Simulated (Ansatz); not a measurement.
Abridged output of a molecular run in Ansatz:

```
Functional definition: HF
900 factors; integrals over basis functions are off by at most 1.1e-3 eV
mean field evaluation 1: about -8544.4127 eV, gradient 2.9e1 eV
mean field evaluation 2: about -8544.4156 eV, gradient 2.9e1 eV
mean field evaluation 4: about -8548.2307 eV, gradient 2.6e0 eV
mean field evaluation 8: about -8548.3344 eV, gradient 1.5e-1 eV
mean field -8548.33495583 eV, -314.1455153574 hartree, gradient 2.3e-6 eV, S^2 0.750712; 0 other end points of the search recorded, 0 dependent functions left out
3 core orbitals not correlated: weight in the atoms' cores, before any rotation towards them, 1.000 or more for the frozen orbitals, at most 0.000 for the correlated occupied ones
reference -8548.33495583 eV, -314.1455153574 hartree; 12, 11 occupied and 121, 122 virtual orbitals, 900 factors
second order -16.25706879 eV of doubles, -0.00000000 eV of singles
cycle   1  -16.39346384 eV  change   -1.4e-1 eV  update   8.3e-2
cycle   2  -16.69387725 eV  change   -3.0e-1 eV  update   2.7e-2
cycle   3  -16.78512452 eV  change   -9.1e-2 eV  update   1.6e-2
cycle   4  -16.78178425 eV  change    3.3e-3 eV  update   5.0e-3
cycle   5  -16.77838525 eV  change    3.4e-3 eV  update   2.5e-3
cycle   6  -16.77875664 eV  change   -3.7e-4 eV  update   7.6e-4
cycle   7  -16.77872091 eV  change    3.6e-5 eV  update   2.8e-4
cycle   8  -16.77869439 eV  change    2.7e-5 eV  update   7.2e-5
cycle   9  -16.77870099 eV  change   -6.6e-6 eV  update   2.8e-5
perturbative correction -0.47992679 eV, -0.0176369840 hartree
Total energy: -8565.59358361 eV, -314.7797582299 hartree
Checks for a lower state left out: cluster_reference
```

Its atoms:

Cartesian coordinates in Å:
```
C -0.4024 -0.0851 -0.3636
O 0.6075 0.1289 0.5453
Mg 1.9045 0.4027 1.7212
H -1.2692 0.5654 -0.1736
H -0.0735 0.1109 -1.3951
H -0.7669 -1.1229 -0.3342
```

**Question.** Which basis set was used?
A. def2-TZVPPD
B. def2-SVPD
C. def2-TZVPP
D. cc-pV(Q+d)Z

**Answer.** C. It gives 136 functions.

**Question.** Write the keys of the input that set method, charge and spin (a neutral closed shell needs none for the last two).

**Answer.** 
```yaml
magnetization: {spin_polarized: true, initial_magnetization: 1}
correlation: {method: ccsd_t}
scf: {omitted_lower_state_checks: [cluster_reference]}
```
